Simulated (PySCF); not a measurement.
NO, SMILES [N]=O (connectivity only; charge and spin as stated), charge +1, multiplicity 1.

The structure is a stationary point at PBE-D3(BJ)/def2-TZVPD.

Level of theory: TDA-LC-ωPBE/def2-TZVPD run with PySCF 2.14.0.

Vertical excitations; the highest root listed may be one member of a degenerate set. Gas-phase values at a fixed geometry. State labels are in the subgroup C2v.

```json
[
 {"state": "S1", "symmetry": "B1", "energy (eV)": "10.14", "λ (nm)": "122", "f": "0.018", "main pairs": "HOMO→LUMO (degenerate set)"},
 {"state": "S2", "symmetry": "B2", "energy (eV)": "10.14", "λ (nm)": "122", "f": "0.018", "main pairs": "HOMO→LUMO+1 (degenerate set)"},
 {"state": "S3", "symmetry": "A2", "energy (eV)": "10.34", "λ (nm)": "120", "f": "0.000", "main pairs": "HOMO−2→LUMO+1 50 %, HOMO−1→LUMO 50 %"},
 {"state": "S4", "symmetry": "A1", "energy (eV)": "10.98", "λ (nm)": "113", "f": "0.000", "main pairs": "HOMO−1→LUMO+1, HOMO−2→LUMO (degenerate set)"},
 {"state": "S5", "symmetry": "A2", "energy (eV)": "10.98", "λ (nm)": "113", "f": "0.000", "main pairs": "HOMO−1→LUMO, HOMO−2→LUMO+1 (degenerate set)"},
 {"state": "S6", "symmetry": "B1", "energy (eV)": "16.18", "λ (nm)": "77", "f": "0.173", "main pairs": "HOMO−3→LUMO (degenerate set)"},
 {"state": "S7", "symmetry": "B2", "energy (eV)": "16.18", "λ (nm)": "77", "f": "0.173", "main pairs": "HOMO−3→LUMO+1 (degenerate set)"},
 {"state": "S8", "symmetry": "A1", "energy (eV)": "18.74", "λ (nm)": "66", "f": "0.495", "main pairs": "HOMO→LUMO+2 29 %, HOMO−2→LUMO 25 %, HOMO−1→LUMO+1 25 %"},
 {"state": "S9", "symmetry": "A1", "energy (eV)": "19.96", "λ (nm)": "62", "f": "0.283", "main pairs": "HOMO→LUMO+2 66 %, HOMO−2→LUMO 11 %, HOMO−1→LUMO+1 11 %"},
 {"state": "S10", "symmetry": "B2", "energy (eV)": "20.64", "λ (nm)": "60", "f": "0.170", "main pairs": "HOMO→LUMO+4 66 %, HOMO−1→LUMO+2 31 %"},
 {"state": "T1", "symmetry": "B2", "energy (eV)": "7.54", "λ (nm)": "164", "f": "0", "main pairs": "HOMO→LUMO+1 (degenerate set)"},
 {"state": "T2", "symmetry": "B1", "energy (eV)": "7.54", "λ (nm)": "164", "f": "0", "main pairs": "HOMO→LUMO (degenerate set)"},
 {"state": "T3", "symmetry": "A1", "energy (eV)": "8.24", "λ (nm)": "150", "f": "0", "main pairs": "HOMO−1→LUMO+1 50 %, HOMO−2→LUMO 50 %"},
 {"state": "T4", "symmetry": "A1", "energy (eV)": "9.01", "λ (nm)": "138", "f": "0", "main pairs": "HOMO−2→LUMO 50 %, HOMO−1→LUMO+1 50 %"}
]
```
Triplets are in the Tamm–Dancoff approximation.
